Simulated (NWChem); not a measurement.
Extrapolating the MP2 correlation energy of methanethiol (CH4S)

```xyz
6

C      1.0468     0.4733     0.0000
S     -0.5720    -0.3413     0.0000
H      1.1988     1.0855     0.8999
H      1.7951    -0.3313     0.0000
H      1.1988     1.0855    -0.8999
H     -1.3215     0.7816     0.0000
```
Charge 0, spin multiplicity 1.

The numbers come from NWChem runs, not from measurements. Structure: optimised with PBE0/def2-SVP, a minimum by its harmonic frequencies.

The correlated methods keep 6 core orbitals frozen.

Worked example. The MP2 correlation energy is -286.44 mHa in cc-pVDZ and -363.71 mHa in cc-pVTZ. The form E(X) = E∞ + A/X³ turns the pair into an estimate of the basis-set limit.

E∞ = (3³·(-363.71) − 2³·(-286.44))/(3³ − 2³) = -396.2 mHa. The larger basis holds 92 % of that. This is a two-point estimate, and a rough one from so small a pair.
